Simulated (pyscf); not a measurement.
`[SiH3][PH][GaH2]` + `[H][H]` → `[SiH3][PH2]` + `[GaH3]`, a four-centre exchange (singlet surface; Ga–P, H–H broken, H–P, Ga–H formed). Optimised with ωB97X-D3(BJ)/def2-SVP in PySCF. Energies in kJ/mol from the separated reactants.

Small-basis levels: PySCF, no dispersion term, spherical d functions. AM1 to PM7: differences of heats of formation from MOPAC, which are fitted to 298 K values and so differ in kind from electronic energies by zero-point and thermal terms. Cost: rough CPU time at the saddle relative to B3LYP/6-31G*+LANL2DZ, from one job on a shared machine.

```
level                   barrier  reaction energy        cost
----------------------  -------  ---------------  ----------
HF/6-31G*+LANL2DZ         216.3             +8.4        0.08
SVWN5/6-31G*+LANL2DZ       76.5            +46.4         0.9
PBE/def2-SVP               89.2            +39.6           2
B3LYP/def2-SVP            120.6            +24.5           2
PM3                           ?           +187.8  under 0.02
PM6                       492.5           +745.6  under 0.02
PM7                           ?            +20.5  under 0.02
ωB97M-D3(BJ)/def2-TZVP        ?            +35.1           –
```

**Question.** Some entries are withheld; supply them.

**Answer.** 
- PM3, barrier: 40.8
- PM7, barrier: 259.1
- ωB97M-D3(BJ)/def2-TZVP, barrier: 123.9

Against the last row the barrier runs from -83.1 (PM3) to +368.7 kJ/mol (PM6). At PM3, PM6 this geometry lies under one side, so the entry may be no barrier of that level: it is a single point on another level's saddle. ωB97M-D3(BJ)/def2-TZVP has limits of its own. On the product side the descent ends in a complex, 23.4 kJ/mol under the separated species and 90.6 kJ/mol under the saddle at ωB97X-D3(BJ)/def2-TZVP. At the saddle there is also a short Ga–H contact that neither side keeps. One saddle was located; it need not be the lowest between these sides. In the def2 sets elements up to Kr have no core potential.
